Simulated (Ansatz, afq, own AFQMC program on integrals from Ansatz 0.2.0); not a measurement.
Integrals from Ansatz 0.2.0, then the random walk in our own AFQMC program (afq).

```yaml
crystal:
  periodic: [false, false, false]
  atoms:
    - {symbol: Ge, position_ang: [0.000000, -0.446640, 1.182358]}
    - {symbol: Ge, position_ang: [0.000000, -0.446640, -1.182358]}
    - {symbol: H, position_ang: [0.000000, 0.893279, 0.000000]}
basis:
  gaussian: {orbitals: cc-pVDZ}
magnetization: {spin_polarized: true, initial_magnetization: 1}
correlation: {method: ccsd_t, electrons: outside_noble_gas, hamiltonian_folder: ham}
```

```sh
$ ansatz run in.yaml --threads 1 --pin off --events-out ev --progress --plain --max-ram 1843MiB
```

afq runs on the folder ham with

```
--method free --trial cisd --walkers 60 --time-step 0.03 --max-blocks 80 --target-error 0.00036 --factor-cut 1e-05 --seed 2381 --times 0,0.3,0.6,1.2,1.8,2.4,3.6,4.8,6 --taylor-order 8
```

Times are imaginary, in 1/Eh. The walk had a cap of 678 s. Filled inner d shells are frozen with the cores.

Output of the walk:

```
orbitals 31  electrons 5 4  factors 250 of 702
reference energy -4151.19904428 Eh
CCSD correlation -0.17589960 Eh in 10 cycles, weight of the determinant in the CISD state 0.8640
repeat  energy at the last time / Eh  error
    10  -4151.385725  0.001521
    20  -4151.385156  0.001050
    30  -4151.385953  0.001016
    40  -4151.385851  0.001003
    50  -4151.385986  0.000919
    60  -4151.385767  0.000816
    70  -4151.385263  0.000770
    80  -4151.385391  0.000693
time / (1/Eh)  energy / Eh  error  mean overlap
  0.00  -4151.374864  0.000113  1.1574
  0.30  -4151.378643  0.000151  1.1577
  0.60  -4151.380665  0.000165  1.1590
  1.20  -4151.382787  0.000231  1.1622
  1.80  -4151.383201  0.000226  1.1863
  2.40  -4151.383779  0.000287  1.2015
  3.60  -4151.383991  0.000344  1.2307
  4.80  -4151.384985  0.000427  1.2055
  6.00  -4151.385391  0.000693  1.1868
energy -4151.385391 +/- 0.000693 Eh
```

The run passed its tests (error under three times the target), which doesn't prove that it has relaxed.

Against this walk (error 18.9 meV) on the same determinant: CCSD(T) 72.9 meV higher, CCSDT(Q) 21.8 meV higher (within the noise). The error is statistical, and a free projection of finite length keeps a remainder of its start. The last points still move (meV from the last: 60 ± 6 at 1.80, 44 ± 8 at 2.40, 38 ± 9 at 3.60, 11 ± 12 at 4.80, 0 ± 19 at 6.00), but the last one has reached CCSDT(Q) within the noise or passed it, so little can be left to fall.

Cautions: remainder of the start not in the error; error above the target (18.9 against 9.8 meV); no relativity below Rb; no spin-orbit coupling; inner d shell frozen.

The walk took 3.8 min on 1 thread of Intel Xeon Platinum 8375C @ 2.90GHz (shared host). The log's last line is the free-projection energy.

CCSDT and higher add their correlation energy to the determinant of the CCSD(T) run, since their own runs factorise the integrals more tightly (a shift of under 2 meV). A walk keeps the symmetry of its determinant, which the program's search chose and which needn't be the lowest solution, so a lower state of the same spin and another symmetry isn't excluded.
